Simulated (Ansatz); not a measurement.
Consider the hydrogenolysis of a C–C bond: `C=CC=C` + H₂ → `C=C` + `C=C`.

Program: Ansatz. Geometries: PBE0-D4/def2-TZVP. ΔE: electronic, gas phase. CBS: MP2 limit from def2 TZ/QZ plus the TZ coupled-cluster correction, frozen cores. This one scheme is used for every species. Functionals use def2-TZVPP. B3LYP here is the variant with VWN-RPA as its local correlation; programs differ in this. HSE06 is defined as in plane-wave codes. Each species was taken in one conformer, which may not be the lowest.

`C=CC=C`:

Z-matrix (Å, degrees):
```
C
C 1 1.332
H 1 1.085 2 121.2
H 1 1.083 2 121.7 3 180.0
C 2 1.449 1 124.1 3 0.0
H 2 1.088 1 119.5 3 -180.0
C 5 1.332 2 124.1 1 -180.0
H 5 1.088 2 116.4 1 0.0
H 7 1.083 5 121.7 2 -180.0
H 7 1.085 5 121.2 2 0.0
```

H₂:

Cartesian coordinates in Å:
```
H -0.147 0.311 0.144
H 0.147 -0.311 -0.144
```

`C=C`:

```xyz
6

C    -0.015   -0.152    0.644
C     0.015    0.152   -0.644
H    -0.312   -1.136    0.990
H     0.257    0.571    1.406
H     0.312    1.136   -0.990
H    -0.257   -0.571   -1.406
```

`C=C`:

```xyz
6

C     0.304    0.384   -0.445
C    -0.304   -0.384    0.445
H     0.568    0.015   -1.430
H     0.563    1.414   -0.225
H    -0.568   -0.015    1.430
H    -0.563   -1.414    0.225
```

```json
{"level": "LDA (SPW92)", "ΔE (kJ/mol)": "-3.1", "difference from CCSD(T)/CBS": "20.2"}
{"level": "PBE-D4", "ΔE (kJ/mol)": "-10.5", "difference from CCSD(T)/CBS": "12.8"}
{"level": "B97M-V", "ΔE (kJ/mol)": "-17.8", "difference from CCSD(T)/CBS": "5.5"}
{"level": "B3LYP-D4", "ΔE (kJ/mol)": "-19.1", "difference from CCSD(T)/CBS": "4.2"}
{"level": "BHLYP-D4", "ΔE (kJ/mol)": "-26.4", "difference from CCSD(T)/CBS": "-3.1"}
{"level": "CAM-B3LYP-D4", "ΔE (kJ/mol)": "-24.9", "difference from CCSD(T)/CBS": "-1.6"}
{"level": "PBE-QIDH", "ΔE (kJ/mol)": "-20.7", "difference from CCSD(T)/CBS": "2.6"}
{"level": "revPBE", "ΔE (kJ/mol)": "-20.6", "difference from CCSD(T)/CBS": "2.7"}
{"level": "HSE06", "ΔE (kJ/mol)": "-20.7", "difference from CCSD(T)/CBS": "2.6"}
{"level": "RPA@PBE/def2-TZVPP", "ΔE (kJ/mol)": "-26.8", "difference from CCSD(T)/CBS": "-3.5"}
{"level": "MP2/def2-TZVPP", "ΔE (kJ/mol)": "-15.8", "difference from CCSD(T)/CBS": "7.5"}
{"level": "SCS-MP2/def2-TZVPP", "ΔE (kJ/mol)": "-23.0", "difference from CCSD(T)/CBS": "0.3"}
{"level": "CCSD(T)/def2-TZVPP", "ΔE (kJ/mol)": "-24.4", "difference from CCSD(T)/CBS": "-1.1"}
{"level": "HF/CBS(def2)", "ΔE (kJ/mol)": "-46.0", "difference from CCSD(T)/CBS": "-22.7"}
{"level": "MP2/CBS(def2)", "ΔE (kJ/mol)": "-14.7", "difference from CCSD(T)/CBS": "8.6"}
{"level": "CCSD/CBS(def2)", "ΔE (kJ/mol)": "-29.5", "difference from CCSD(T)/CBS": "-6.2"}
{"level": "CCSD(T)/CBS", "ΔE (kJ/mol)": "-23.3", "difference from CCSD(T)/CBS": "0"}
```

(1) What do rigid-rotor, harmonic-oscillator terms from PBE0-D4/def2-TZVP frequencies (298.15 K, 1 bar) make of the CCSD(T)/CBS value? (An estimate is asked.)

Largest T1 diagnostic among the species: 0.011.

Results:

(1) Computed: ΔZPE = +18.0 kJ/mol, ΔH = -7.8 kJ/mol, ΔS = 31 J/(mol·K), ΔG = -17.0 kJ/mol.

The D4 term adds +8.4 kJ/mol with B3LYP and +4.6 kJ/mol with PBE0; it sums over pairs of atoms, weighted by their polarisabilities, and B3LYP, whose exchange is more repulsive, gets the larger term. Leaving LDA and LC-ωPBE aside and taking each functional with its dispersion term where it has one, the values, not all of them listed here, spread over 20.4 kJ/mol, from BHLYP-D4 to revPBE-D4. LDA lies +12.8 kJ/mol from PBE without D4.
